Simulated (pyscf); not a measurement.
A first-order saddle from PySCF, ωB97X-D3(BJ)/def2-SVP:

```xyz
8

O     -1.8318    -0.7566     0.1576
Ga    -0.1110     0.0957    -0.0546
Cl     0.0306     2.0235     0.8489
Cl     0.7556    -0.3043    -1.9629
H     -2.2063    -1.2511    -0.5823
O      0.1071    -1.3303     1.2306
H     -1.0755    -1.3666     0.9067
H      0.3017    -1.1095     2.1502
```
Charge 0, spin multiplicity 1.

Surface: singlet, charge 0. Lowest wavenumbers (cm⁻¹): 1053i, 121, 131, 144, 164.

Task: Which two sides does it connect, and which bonds change?

Result: `[OH][Ga]([Cl])[Cl]` + `[OH2]` ⇌ `[OH2]` + `[OH][Ga]([Cl])[Cl]`, a four-centre exchange read from left to right: Ga–O, H–O broken and H–O, Ga–O formed. At ωB97M-D3(BJ)/def2-TZVP it lies -10.9 kcal/mol from the left side and -10.9 kcal/mol from the right (each side as separated species at their lowest minima found). On the reactant side the descent ends in an adduct with a Ga–O contact, 22.4 kcal/mol under the separated species and 10.3 kcal/mol under the saddle at ωB97X-D3(BJ)/def2-TZVP. On the product side the descent ends in an adduct with a Ga–O contact, 22.4 kcal/mol under the separated species and 10.3 kcal/mol under the saddle at ωB97X-D3(BJ)/def2-TZVP. At ωB97M-D3(BJ) the saddle lies under the separated reactants, which points to a path from their complex (located at ωB97X-D3(BJ) alone). At ωB97M-D3(BJ) the saddle lies under the separated products, which points to a path from their complex (located at ωB97X-D3(BJ) alone). What is counted as formed (Ga–O) is already present as a longer contact in the reactant adduct; forming that adduct is a step of its own. What is counted as broken (Ga–O) persists as a longer contact in the product adduct; parting that adduct is a step of its own. One saddle was located; it need not be the lowest between these sides. Elements up to Kr have no core potential and no relativistic terms here.
